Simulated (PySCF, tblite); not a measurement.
# H2Cl+: deprotonation, part 2 of 2

tblite 0.8.0 and PySCF 2.14.0. Atoms count from 0. Earlier steps stand in the parts before.

### 13 Single point (H₂Cl+): wavefunction

Geometry: PBE0-D3(BJ)/ma-def2-SVP.

What the job is given:

```
{"job": {"kind": "sp", "xc": "CCSD(T)", "basis": "aug-cc-pVTZ", "grid": 2}, "charge": 1, "multiplicity": 1}
Cl     0.010728     0.590481    -0.006626
H     -0.964070    -0.295807    -0.022656
H      0.976548    -0.305711    -0.001182
```

Method: wavefunction single point, frozen core, gas phase.

The log of the run:

```text
final grid: 22496 points
cycle   1  E = -460.2820289371  dE =  3.932e-01  |g| = 3.322e-01  |ddm| = 2.550e+00
cycle   2  E = -460.3226008092  dE = -4.057e-02  |g| = 9.788e-02  |ddm| = 6.501e-01
cycle   3  E = -460.3250008232  dE = -2.400e-03  |g| = 2.283e-02  |ddm| = 1.326e-01
cycle   4  E = -460.3253331487  dE = -3.323e-04  |g| = 6.596e-03  |ddm| = 4.893e-02
cycle   5  E = -460.3253651192  dE = -3.197e-05  |g| = 9.644e-04  |ddm| = 1.351e-02
cycle   6  E = -460.3253657555  dE = -6.363e-07  |g| = 1.378e-04  |ddm| = 2.584e-03
cycle   7  E = -460.3253657656  dE = -1.005e-08  |g| = 3.296e-05  |ddm| = 3.696e-04
cycle   8  E = -460.3253657661  dE = -4.932e-10  |g| = 7.989e-06  |ddm| = 6.112e-05
converged SCF energy = -460.3253657661
E(HF, exact integrals) = -460.3253865735
E(MP2) = -460.5330845858
E(CCSD) = -460.5557997760
E(CCSD(T)) = -460.5639588523
T1 diagnostic = 0.0072
```

Run time: 4.7 s. Hardware: 1 thread of Intel Xeon Platinum 8488C, shared host; peak memory 0.62 GiB.

### 14 Single point (HCl): wavefunction

Geometry: PBE0-D3(BJ)/ma-def2-SVP.

What the job is given:

```
{"job": {"kind": "sp", "xc": "CCSD(T)", "basis": "aug-cc-pVTZ", "grid": 2}, "charge": 0, "multiplicity": 1}
Cl     0.027146     0.583933    -0.011679
H      0.965423    -0.296646    -0.024403
```

Method: wavefunction single point, frozen core, gas phase.

The log of the run:

```text
final grid: 17120 points
cycle   1  E = -460.0904341074  dE = -9.826e-02  |g| = 2.119e-01  |ddm| = 1.855e+00
cycle   2  E = -460.1054511710  dE = -1.502e-02  |g| = 8.096e-02  |ddm| = 4.464e-01
cycle   3  E = -460.1071707294  dE = -1.720e-03  |g| = 1.677e-02  |ddm| = 9.357e-02
cycle   4  E = -460.1073586123  dE = -1.879e-04  |g| = 5.224e-03  |ddm| = 2.583e-02
cycle   5  E = -460.1073800873  dE = -2.148e-05  |g| = 9.869e-04  |ddm| = 9.487e-03
cycle   6  E = -460.1073807888  dE = -7.015e-07  |g| = 2.408e-04  |ddm| = 1.835e-03
cycle   7  E = -460.1073808290  dE = -4.019e-08  |g| = 3.086e-05  |ddm| = 6.674e-04
cycle   8  E = -460.1073808295  dE = -5.286e-10  |g| = 5.366e-06  |ddm| = 7.693e-05
converged SCF energy = -460.1073808295
E(HF, exact integrals) = -460.1073956826
E(MP2) = -460.3150423088
E(CCSD) = -460.3346635955
E(CCSD(T)) = -460.3432040989
T1 diagnostic = 0.0061
```

Run time: 1.5 s. Hardware: 1 thread of Intel Xeon Platinum 8488C, shared host.

### 15 Deprotonation: CCSD(T)/aug-cc-pVTZ

This step combines the energies above: geometries from PBE0-D3(BJ)/ma-def2-SVP, zero-point and thermal terms from PBE0-D3(BJ)/ma-def2-SVP.

What the job is given:

```
{"job": {"kind": "ac", "geom": {"xc": "PBE0", "basis": "ma-def2-SVP", "d3": "d3bj", "grid": 1}, "hess": 1, "level": {"xc": "CCSD(T)", "basis": "aug-cc-pVTZ"}}, "charge": 1, "multiplicity": 1}
Cl     0.010728     0.590481    -0.006626
H     -0.964070    -0.295807    -0.022656
H      0.976548    -0.305711    -0.001182
```

Output (the driver's rows laid out field by field):

```text
deprotonation site by site, CCSD(T)/aug-cc-pVTZ // PBE0-D3(BJ)/ma-def2-SVP

row 1
  formula                 ClH
  charge                  0
  multiplicity            1
  smiles                  Cl
  kept                    yes
  pieces                  1
  point_group             Cinfv
  atom                    0
  element                 Cl
  electronic              579.59
  enthalpy                562.55
  free_energy             535.91
  share_gas               1.0
```

Wall time 6.2 s (1 thread of Intel Xeon Platinum 8488C, shared host).

Energy needed to remove a proton (kJ/mol, gas phase, 298 K for the thermal columns):

| site | product | electronic | enthalpy | free energy |
| --- | --- | --- | --- | --- |
| Cl0 | Cl | 579.6 | 562.5 | 535.9 |

### 16 Single point (H2Cl+): wavefunction

Geometry: PBE0-D3(BJ)/ma-def2-SVP.

What the job is given:

```
{"job": {"kind": "sp", "xc": "MP2", "basis": "aug-cc-pVTZ", "grid": 2}, "charge": 1, "multiplicity": 1}
Cl     0.010728     0.590481    -0.006626
H     -0.964070    -0.295807    -0.022656
H      0.976548    -0.305711    -0.001182
```

Method: wavefunction single point, frozen core, gas phase.

The log of the run:

```text
final grid: 22496 points
cycle   1  E = -460.2820289371  dE =  3.932e-01  |g| = 3.322e-01  |ddm| = 2.550e+00
cycle   2  E = -460.3226008092  dE = -4.057e-02  |g| = 9.788e-02  |ddm| = 6.501e-01
cycle   3  E = -460.3250008232  dE = -2.400e-03  |g| = 2.283e-02  |ddm| = 1.326e-01
cycle   4  E = -460.3253331487  dE = -3.323e-04  |g| = 6.596e-03  |ddm| = 4.893e-02
cycle   5  E = -460.3253651192  dE = -3.197e-05  |g| = 9.644e-04  |ddm| = 1.351e-02
cycle   6  E = -460.3253657555  dE = -6.363e-07  |g| = 1.378e-04  |ddm| = 2.584e-03
cycle   7  E = -460.3253657656  dE = -1.005e-08  |g| = 3.296e-05  |ddm| = 3.696e-04
cycle   8  E = -460.3253657661  dE = -4.932e-10  |g| = 7.989e-06  |ddm| = 6.112e-05
converged SCF energy = -460.3253657661
E(HF, exact integrals) = -460.3253865735
E(MP2) = -460.5330845450
```

It took 0.78 s on 1 thread of Intel Xeon Platinum 8488C, shared host.

### 17 Single point (HCl): wavefunction

Geometry: PBE0-D3(BJ)/ma-def2-SVP.

What the job is given:

```
{"job": {"kind": "sp", "xc": "MP2", "basis": "aug-cc-pVTZ", "grid": 2}, "charge": 0, "multiplicity": 1}
Cl     0.027146     0.583933    -0.011679
H      0.965423    -0.296646    -0.024403
```

With the program's defaults for keys left out, this is: wavefunction single point, frozen core, gas phase.

The log of the run:

```text
final grid: 17120 points
cycle   1  E = -460.0904341074  dE = -9.826e-02  |g| = 2.119e-01  |ddm| = 1.855e+00
cycle   2  E = -460.1054511710  dE = -1.502e-02  |g| = 8.096e-02  |ddm| = 4.464e-01
cycle   3  E = -460.1071707294  dE = -1.720e-03  |g| = 1.677e-02  |ddm| = 9.357e-02
cycle   4  E = -460.1073586123  dE = -1.879e-04  |g| = 5.224e-03  |ddm| = 2.583e-02
cycle   5  E = -460.1073800873  dE = -2.148e-05  |g| = 9.869e-04  |ddm| = 9.487e-03
cycle   6  E = -460.1073807888  dE = -7.015e-07  |g| = 2.408e-04  |ddm| = 1.835e-03
cycle   7  E = -460.1073808290  dE = -4.019e-08  |g| = 3.086e-05  |ddm| = 6.674e-04
cycle   8  E = -460.1073808295  dE = -5.286e-10  |g| = 5.366e-06  |ddm| = 7.693e-05
converged SCF energy = -460.1073808295
E(HF, exact integrals) = -460.1073956826
E(MP2) = -460.3150422870
```

Run time: 0.36 s. Hardware: 1 thread of Intel Xeon Platinum 8488C, shared host.

### 18 Deprotonation: MP2/aug-cc-pVTZ

This step combines the energies above: geometries from PBE0-D3(BJ)/ma-def2-SVP, zero-point and thermal terms from PBE0-D3(BJ)/ma-def2-SVP.

What the job is given:

```
{"job": {"kind": "ac", "geom": {"xc": "PBE0", "basis": "ma-def2-SVP", "d3": "d3bj", "grid": 1}, "hess": 1, "level": {"xc": "MP2", "basis": "aug-cc-pVTZ"}}, "charge": 1, "multiplicity": 1}
Cl     0.010728     0.590481    -0.006626
H     -0.964070    -0.295807    -0.022656
H      0.976548    -0.305711    -0.001182
```

Output (the driver's rows laid out field by field):

```text
deprotonation site by site, MP2/aug-cc-pVTZ // PBE0-D3(BJ)/ma-def2-SVP

row 1
  formula                 ClH
  charge                  0
  multiplicity            1
  smiles                  Cl
  kept                    yes
  pieces                  1
  point_group             Cinfv
  atom                    0
  element                 Cl
  electronic              572.47
  enthalpy                555.43
  free_energy             528.79
  share_gas               1.0
```

Run time: 1.2 s. Hardware: 1 thread of Intel Xeon Platinum 8488C, shared host.

Energy needed to remove a proton (kJ/mol, gas phase, 298 K for the thermal columns):

| site | product | electronic | enthalpy | free energy |
| --- | --- | --- | --- | --- |
| Cl0 | Cl | 572.5 | 555.4 | 528.8 |

### 19 Single point (H2Cl+): HF/aug-cc-pVTZ

Geometry: PBE0-D3(BJ)/ma-def2-SVP.

What the job is given:

```
{"job": {"kind": "sp", "xc": "HF", "basis": "aug-cc-pVTZ", "grid": 2}, "charge": 1, "multiplicity": 1}
Cl     0.010728     0.590481    -0.006626
H     -0.964070    -0.295807    -0.022656
H      0.976548    -0.305711    -0.001182
```

The log of the run:

```text
final grid: 22496 points
cycle   1  E = -460.2820289371  dE =  3.932e-01  |g| = 3.322e-01  |ddm| = 2.550e+00
cycle   2  E = -460.3226008092  dE = -4.057e-02  |g| = 9.788e-02  |ddm| = 6.501e-01
cycle   3  E = -460.3250008232  dE = -2.400e-03  |g| = 2.283e-02  |ddm| = 1.326e-01
cycle   4  E = -460.3253331487  dE = -3.323e-04  |g| = 6.596e-03  |ddm| = 4.893e-02
cycle   5  E = -460.3253651192  dE = -3.197e-05  |g| = 9.644e-04  |ddm| = 1.351e-02
cycle   6  E = -460.3253657555  dE = -6.363e-07  |g| = 1.378e-04  |ddm| = 2.584e-03
cycle   7  E = -460.3253657656  dE = -1.005e-08  |g| = 3.296e-05  |ddm| = 3.696e-04
cycle   8  E = -460.3253657661  dE = -4.932e-10  |g| = 7.989e-06  |ddm| = 6.112e-05
converged SCF energy = -460.3253657661
```

Wall time 0.14 s (1 thread of Intel Xeon Platinum 8488C, shared host).

### 20 Single point (HCl): HF/aug-cc-pVTZ

Geometry: PBE0-D3(BJ)/ma-def2-SVP.

What the job is given:

```
{"job": {"kind": "sp", "xc": "HF", "basis": "aug-cc-pVTZ", "grid": 2}, "charge": 0, "multiplicity": 1}
Cl     0.027146     0.583933    -0.011679
H      0.965423    -0.296646    -0.024403
```

The log of the run:

```text
final grid: 17120 points
cycle   1  E = -460.0904341074  dE = -9.826e-02  |g| = 2.119e-01  |ddm| = 1.855e+00
cycle   2  E = -460.1054511710  dE = -1.502e-02  |g| = 8.096e-02  |ddm| = 4.464e-01
cycle   3  E = -460.1071707294  dE = -1.720e-03  |g| = 1.677e-02  |ddm| = 9.357e-02
cycle   4  E = -460.1073586123  dE = -1.879e-04  |g| = 5.224e-03  |ddm| = 2.583e-02
cycle   5  E = -460.1073800873  dE = -2.148e-05  |g| = 9.869e-04  |ddm| = 9.487e-03
cycle   6  E = -460.1073807888  dE = -7.015e-07  |g| = 2.408e-04  |ddm| = 1.835e-03
cycle   7  E = -460.1073808290  dE = -4.019e-08  |g| = 3.086e-05  |ddm| = 6.674e-04
cycle   8  E = -460.1073808295  dE = -5.286e-10  |g| = 5.366e-06  |ddm| = 7.693e-05
converged SCF energy = -460.1073808295
```

Run time: 0.1 s. Hardware: 1 thread of Intel Xeon Platinum 8488C, shared host.

### 21 Deprotonation: HF/aug-cc-pVTZ

This step combines the energies above: geometries from PBE0-D3(BJ)/ma-def2-SVP, zero-point and thermal terms from PBE0-D3(BJ)/ma-def2-SVP.

What the job is given:

```
{"job": {"kind": "ac", "geom": {"xc": "PBE0", "basis": "ma-def2-SVP", "d3": "d3bj", "grid": 1}, "hess": 1, "level": {"xc": "HF", "basis": "aug-cc-pVTZ"}}, "charge": 1, "multiplicity": 1}
Cl     0.010728     0.590481    -0.006626
H     -0.964070    -0.295807    -0.022656
H      0.976548    -0.305711    -0.001182
```

Output (the driver's rows laid out field by field):

```text
deprotonation site by site, HF/aug-cc-pVTZ // PBE0-D3(BJ)/ma-def2-SVP

row 1
  formula                 ClH
  charge                  0
  multiplicity            1
  smiles                  Cl
  kept                    yes
  pieces                  1
  point_group             Cinfv
  atom                    0
  element                 Cl
  electronic              572.32
  enthalpy                555.28
  free_energy             528.63
  share_gas               1.0
```

Run time: 0.3 s. Hardware: 1 thread of Intel Xeon Platinum 8488C, shared host.

Energy needed to remove a proton (kJ/mol, gas phase, 298 K for the thermal columns):

| site | product | electronic | enthalpy | free energy |
| --- | --- | --- | --- | --- |
| Cl0 | Cl | 572.3 | 555.3 | 528.6 |

### 22 Results

What follows sums up all 2 parts.

| quantity | value |
| --- | --- |
| strongest single infrared mode (GFN2-xTB) | 2300 cm⁻¹, 30 km/mol |
| zero-point energy (GFN2-xTB) | 8.0 kcal/mol |
| point group | C2v |
| rotational constants (main isotopes) | 333.83, 266.27, 148.12 GHz |
| ΔH of deprotonation, Cl0 (B3LYP-D3(BJ)/ma-def2-TZVP) | 561.6 kJ/mol |
| ΔH of deprotonation, Cl0 (CCSD(T)/aug-cc-pVTZ) | 562.5 kJ/mol |
| ΔH of deprotonation, Cl0 (MP2/aug-cc-pVTZ) | 555.4 kJ/mol |
| ΔH of deprotonation, Cl0 (HF/aug-cc-pVTZ) | 555.3 kJ/mol |

What this shows: All 3 modes are real, so the xTB geometry is a minimum. The strongest single mode, at 2300 cm⁻¹, moves mainly H1 and H2. Unscaled tight-binding wavenumbers are off by several per cent, some by more. Its intensities can rank the bands wrongly. Relaxing lowered the energy by 0.026 eV in 3 steps; the close pair that moved most is Cl0–H1, from 1.294 to 1.318 Å (PBE0/ma-def2-SVP). The ΔH of deprotonation at Cl0 is 561.6 kJ/mol at B3LYP-D3(BJ)/ma-def2-TZVP; zero-point and thermal terms move it by -17.0 kJ/mol from the electronic value.
